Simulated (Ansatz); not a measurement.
# SiCl+ (triplet): from Hartree-Fock to the top rungs, cc-pVTZ

An exercise on one series of results from a longer session: the logs are not shown, and one member is left open.

The runs use Ansatz 0.2.0, Gaussian basis; cc-pVTZ, core rule «outside noble gas», up to 10 orbitals frozen.

The runs, in order: UHF; CCSD(T) on ROHF; CCSD(T) on UHF; BCCD(T) on ROHF; CISD; CCSDT(Q) on ROHF; CCSDT(Q) on UHF.

7 further runs of the same task are left out: 4 for a known fault of the program, 3 set aside as unsound or not needed.

## The system

The geometry is a PBE0/def2-TZVP stationary point (not a proven minimum) of the parent state, kept for this charge and spin.

2 atoms, charge 1, spin multiplicity 3.

Atoms are counted from 1 here; the program's logs count them from 0.

Bond lengths: Si1–Cl2 2.058 Å.

The first run:

Contents of in.yaml:

```yaml
crystal:
  periodic: [false, false, false]
  atoms:
    - {symbol: Si, position_ang: [0.000000, 0.000000, 0.000000]}
    - {symbol: Cl, position_ang: [0.000000, 0.000000, 2.057900]}
basis:
  gaussian: {orbitals: cc-pVTZ}
total_charge: 1
magnetization: {spin_polarized: true, initial_magnetization: 2}
hamiltonian: {xc: hf}
output: {orbitals: {seedname: orbitals}}
```

Launch:

```sh
$ ansatz run in.yaml --threads 1 --pin off --events-out ev --progress --plain --max-ram 4096MiB --backend cpu
```

Among the steps run: UHF; CCSD(T) on ROHF; CCSD(T) on UHF; BCCD(T) on ROHF; CISD; CCSDT(Q) on ROHF; CCSDT(Q) on UHF.

One table of the session follows, with a row left open; its other results are not shown here.

It belongs to the step «Misses and costs». 

| method | from UCCSDT(Q) (kJ/mol) |
| --- | --- |
| ROHF | +714.9 |
| UHF | +705.4 |
| RMP2 | +105.4 |
| UMP2 | +104.2 |
| CISD | +85.1 |
| RCCSD | +39.5 |
| UCCSD | +38.6 |
| RCCSD(T) | +5.5 |
| UCCSD(T) | +5.5 |
| BCCD(T) | +5.7 |
| RCCSDT | +2.5 |
| UCCSDT | +2.2 |
| RCCSDT(Q) | ? |
| UCCSDT(Q) | 0 |

Estimate the missing values for RCCSDT(Q).

As computed: from UCCSDT(Q) (kJ/mol): +0.6. In the column «from UCCSDT(Q) (kJ/mol)» it lies between UCCSDT(Q) (0) and UCCSDT (+2.2).

Limits of these values: Restricted and unrestricted rows rest on different reference determinants; where their highest levels disagree by more than a few hundredths of an eV, they describe different states and don't form one ladder.
